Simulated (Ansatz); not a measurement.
Compare A (`CCNC=O`) with its isomer B (`CNC(C)=O`).

Gas-phase electronic energies from Ansatz, PBE0-D4/def2-TZVP geometries. CCSD(T)/CBS adds triple-zeta CCSD(T) − MP2 to the extrapolated MP2 energy (def2 sets, frozen cores). Functionals use def2-TZVPP. B3LYP here is the variant with VWN-RPA as its local correlation; programs differ in this. Each species was taken in one conformer, which may not be the lowest.

A:

Z-matrix (Å, degrees):
```
C
C 1 1.518
H 1 1.093 2 111.3
H 1 1.093 2 110.5 3 120.0
H 1 1.091 2 110.3 3 -120.4
N 2 1.447 1 113.1 3 60.1
H 2 1.093 1 110.8 3 -61.6
H 2 1.091 1 110.1 3 179.5
C 6 1.350 2 122.5 1 90.4
H 6 1.006 2 119.3 1 -82.3
O 9 1.210 6 125.1 2 3.0
H 9 1.107 6 112.3 2 -177.7
```

B:

```xyz
12

C     0.8673    1.0680   -1.3073
N    -0.1011    0.5001   -0.4071
C     0.1866   -0.5444    0.4099
C    -0.9488   -1.0090    1.2878
O     1.2778   -1.0778    0.4422
H     1.7904    0.5017   -1.1908
H     1.0638    2.1176   -1.0719
H     0.5357    0.9956   -2.3465
H    -1.0259    0.8894   -0.3761
H    -0.6332   -0.9364    2.3294
H    -1.1408   -2.0619    1.0772
H    -1.8718   -0.4429    1.1531
```

Which is lower in electronic energy at CCSD(T)/CBS, and by how much? (Estimate.)

The calculation gave: B, by 15.4 kJ/mol.

Give E(B) − E(A) in kJ/mol with MP2/def2-TZVPP, HF/def2-TZVPP, ωB97M-V, B2PLYP, B3LYP-D4, CCSD(T)/def2-TZVPP, B3LYP. (An estimate is asked.)

Computed: MP2/def2-TZVPP -14.5, HF/def2-TZVPP -17.6, ωB97M-V -17.5, B2PLYP -16.0, B3LYP-D4 -16.4, CCSD(T)/def2-TZVPP -15.0, B3LYP -16.8. None reverses the order clearly.

Largest T1 diagnostic: 0.014.
